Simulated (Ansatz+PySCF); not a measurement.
# doublet CH₂N: levels of theory in one basis

```yaml
atoms:
  - { symbol: C, position_ang: [0.0000, 0.0000, 0.0217] }
  - { symbol: N, position_ang: [0.0000, 0.0000, -1.2159] }
  - { symbol: H, position_ang: [0.0000, 0.9355, 0.5971] }
  - { symbol: H, position_ang: [0.0000, -0.9355, 0.5971] }
```

Basis set: cc-pVTZ (spherical functions). Frozen core: 2 orbitals. Correlation on ROHF uses semicanonical orbitals with singles. Charge 0, multiplicity 2.

Computed with Ansatz (development build ahead of 0.2.0) and PySCF 2.14.0; each method stands on the lowest determinant of its kind that the runs found.

| method | E − E(ROHF) (eV) | <S²> of the determinant |
| --- | --- | --- |
| ROHF | 0.00 | 0.75 |
| UHF | -0.28 | 0.93 |
| UHF-MP2 | -8.70 | 0.93 |
| UHF-CCSD | -9.59 | 0.93 |
| ROHF-CCSD(T) | -10.00 | – |
| UHF-CCSD(T) | -9.98 | 0.93 |

(1) What does ROHF-MP2 give on the same scale?

## Answers

(1) -8.96 eV.

Caution for UHF, UHF-MP2, UHF-CCSD, UHF-CCSD(T): the unrestricted determinant is spin contaminated. Caution for ROHF-MP2, UHF-MP2: forces differ strongly between restricted and unrestricted references.
